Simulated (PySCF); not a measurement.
Species: BClH₃P.
Geometry (PBE0-D3(BJ)/def2-SVP, Å), atoms numbered from 1 in this order:
```
atom  x, y, z in Å
P1    -0.4849   -0.3279   -1.0320
B2     1.2992    0.0820   -0.5638
Cl3    2.4957   -1.1762   -0.3491
H4    -0.7254   -1.4618   -0.2098
H5    -1.1546    0.6533   -0.2510
H6     1.6793    1.2255   -0.5393
```

Computed, not measured: core-valence-separated Tamm–Dancoff BHandHLYP/aug-pcX-1 (pcseg-1 on H, def2-SVPD on P, def2-SVPD on Cl) in PySCF, non-relativistic, gas phase, PBE0-D3(BJ)/def2-SVP geometry. No shift to experiment was applied.

The lowest roots of each edge with f over 0.003 (five at most, numbered afresh; weaker and dark ones are left out), with transition dipoles (au) in the frame of the coordinates:

```json
{"root": "1", "edge": "B", "E (eV)": "186.87", "μx": "-0.0254", "μy": "0.0024", "μz": "0.1385"}
{"root": "2", "edge": "B", "E (eV)": "191.84", "μx": "-0.0463", "μy": "0.0668", "μz": "-0.0061"}
{"root": "3", "edge": "B", "E (eV)": "193.14", "μx": "-0.0722", "μy": "-0.0493", "μz": "-0.0196"}
{"root": "4", "edge": "B", "E (eV)": "193.47", "μx": "0.0075", "μy": "-0.0247", "μz": "0.0178"}
```

Problem. What are the oscillator strengths?

Solution. f = (2/3) ΔE |μ|², with ΔE in hartree (27.2114 eV):

```csv
root,ΔE (Eh),|μ|² (au),f,core hole on
1,6.8673,0.019822,0.091,B2
2,7.0499,0.006638,0.031,B2
3,7.0977,0.008030,0.038,B2
4,7.1098,0.000979,0.005,B2
```

Problem. Molecules are fixed in this frame and the field points along z. What effective strengths 3 f cos²θ do the roots have (θ between field and μ)?

Solution. root 1 (B2): 0.263, root 2 (B2): 0.001, root 3 (B2): 0.005, root 4 (B2): 0.004. Root 1 is the strongest. Averaged over all orientations cos²θ is 1/3, which gives f back.

One conformer stands for the species.
